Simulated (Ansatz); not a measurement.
Consider the substitution at a C–C bond: `CC(Cl)CCCl` + CH₃OH → `COC(C)Cl` + `CCCl`.

Computed with Ansatz on PBE0-D4/def2-TZVP structures; ΔE is electronic, products minus reactants. CCSD(T)/CBS is the MP2 limit (def2-TZVPP, def2-QZVPP) plus CCSD(T) − MP2 in def2-TZVPP, frozen cores. This one scheme is used for every species. One conformer a species, not always the lowest.

`CC(Cl)CCCl`:

Z-matrix (Å, degrees):
```
C
C 1 1.510
H 1 1.092 2 110.7
H 1 1.094 2 109.6 3 119.6
H 1 1.090 2 111.0 3 -120.5
Cl 2 1.804 1 109.1 3 63.6
C 2 1.516 1 112.6 3 -58.8
H 2 1.092 1 110.3 3 177.7
C 7 1.511 2 113.4 1 -176.0
H 7 1.093 2 109.5 1 60.9
H 7 1.095 2 107.6 1 -55.2
Cl 9 1.783 7 110.8 2 176.9
H 9 1.088 7 111.6 2 -63.9
H 9 1.091 7 111.5 2 58.1
```

CH₃OH:

```xyz
6

C    -0.047   -0.350    0.046
O    -0.304    1.026    0.210
H    -0.784   -0.887    0.644
H     0.952   -0.634    0.402
H    -0.153   -0.674   -0.997
H     0.336    1.519   -0.306
```

`COC(C)Cl`:

```xyz
12

C     1.178    0.692    1.291
O     0.053   -0.034    0.844
C    -0.105   -0.068   -0.512
C    -1.443   -0.660   -0.846
Cl    1.207   -1.075   -1.310
H     1.165    1.716    0.899
H     2.105    0.201    0.983
H     1.122    0.721    2.378
H     0.044    0.921   -0.960
H    -2.228   -0.035   -0.416
H    -1.520   -1.663   -0.425
H    -1.578   -0.715   -1.926
```

`CCCl`:

Cartesian coordinates in Å:
```
C 0.722 0.283 0.185
C -0.654 -0.132 -0.267
Cl -1.209 -1.600 0.588
H 1.031 1.182 -0.355
H 1.452 -0.504 -0.010
H 0.733 0.503 1.254
H -0.678 -0.370 -1.330
H -1.398 0.638 -0.065
```

| species | SCS-MP2/def2-QZVPP energy (Eh) |
| --- | --- |
| `CC(Cl)CCCl` | -1076.41823 |
| CH₃OH | -115.56242 |
| `COC(C)Cl` | -653.17017 |
| `CCCl` | -538.80515 |

Q: Work out ΔE.

A: ΔE = (-653.17017) + (-538.80515) − (-1076.41823) − (-115.56242) = 0.00533 Eh = +14.0 kJ/mol. CCSD(T)/CBS gives +13.4 kJ/mol.

Largest T1 diagnostic among the species: 0.011.

Leaving LDA and LC-ωPBE aside and taking each functional with its dispersion term where it has one, the values, not all of them listed here, spread over 13.8 kJ/mol, from BLYP-D4 to PBE-QIDH. The D4 term adds +4.4 kJ/mol with B3LYP and +2.7 kJ/mol with PBE0; it sums over pairs of atoms, weighted by their polarisabilities, and B3LYP, whose exchange is more repulsive, gets the larger term. In def2-TZVPP, CCSD(T) changes the Hartree–Fock value by +9.4 kJ/mol (the triples alone add −0.7 kJ/mol) and MP2 by +14.0 kJ/mol.

B3LYP here is the variant with VWN-RPA as its local correlation; programs differ in this.
